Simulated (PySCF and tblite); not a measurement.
Results of a calculation; reference values are marked as such.
System: C2H2N2, numbered as in [H]/[N:4]=[CH:3]/[C:2]#[N:1].

Level: BHandHLYP/pcSseg-1 + D3(BJ) on PBE0-D3(BJ)/def2-SVP stationary points, with GFN2-xTB thermal terms. Rates follow Eyring's equation with the number of equivalent paths and no tunnelling. Programs: tblite and PySCF.

In real samples N–H and O–H hydrogens exchange between molecules, which also interchanges these forms.

Problem. What barrier does the planar inversion at N4 (torsion C2–C3–N4–H from -180° to -360°) meet, and how fast is it at 298 K?

Solution. The electronic barrier is 26.9 kcal/mol and ΔG‡(298 K) 25.0 kcal/mol, over a Cs saddle with an imaginary mode of 1100i cm⁻¹ (GFN2-xTB). With 1 equivalent path, k is 3×10⁻⁶ s⁻¹, a mean lifetime of the start of 3.8 days against this motion. The end lies 0.3 kcal/mol below the start in free energy.
